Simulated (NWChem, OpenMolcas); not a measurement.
**NWChem → OpenMolcas**

NWChem 7.3.0 runs this on BH2Cl (SMILES [H]B([H])Cl):

mymol.xyz:
```
4
BClH2 PBE0
B      0.069310     0.114420    -0.000410
H      1.240090     0.070720     0.015540
H     -0.512130     1.131590    -0.018950
Cl    -0.797280    -1.316740     0.003830
```

run.py:
```python
from ase.io import read
from ase.calculators.nwchem import NWChem

atoms = read('mymol.xyz')

calc = NWChem(
    label='mymol',
    theory='dft',
    memory='2200 mb',
    basis='def2-SVP',
    basispar='spherical bse',
    dft={'xc': 'pbe0', 'mult': '1', 'grid': 'xfine', 'convergence': 'energy 1e-08', 'iterations': '100', 'mulliken': None},
)
atoms.calc = calc

forces = atoms.get_forces()
e = atoms.get_potential_energy()
print(f"E = {e:.6f} eV")
print("forces (eV/A):")
for s, f in zip(atoms.symbols, forces):
    print(f"{s:2s} {f[0]:10.5f} {f[1]:10.5f} {f[2]:10.5f}")
print("dipole (e A):", atoms.get_dipole_moment().round(4))
```

```bash
$ export ASE_NWCHEM_COMMAND="nwchem PREFIX.nwi > PREFIX.nwo"
$ python run.py
```

The coordinates come from a GFN2-xTB relaxation.

The shape isn't stationary at this level (largest force 1.9 eV/Å).

It gives a total energy of -485.905623 Eh.

Task: Translate the job to OpenMolcas 26.06 as an input file of the program's own.

Result: One way, which was run:

geom.xyz:
```
4

B      0.069310     0.114420    -0.000410
H      1.240090     0.070720     0.015540
H     -0.512130     1.131590    -0.018950
Cl    -0.797280    -1.316740     0.003830
```

job.input:
```
&GATEWAY
 BasLib=$CurrDir
 Coord=geom.xyz
 Basis=def2-SVP
 Group=NoSym

&SEWARD
 GridInput
 Grid=UltraFine
 End of Grid

&SCF
 KSDFT=PBE0
 Thresholds=1e-10 1e-07 1e-07 1e-05
 PrOrbitals=0

&ALASKA
```

```bash
$ export MOLCAS_MEM=1860
$ pymolcas job.input > job.log
```

(Basis files named in the input come from the Basis Set Exchange and aren't shown.)

Its energy is -485.905623 Eh, the same as the first but for the last digit, at most.
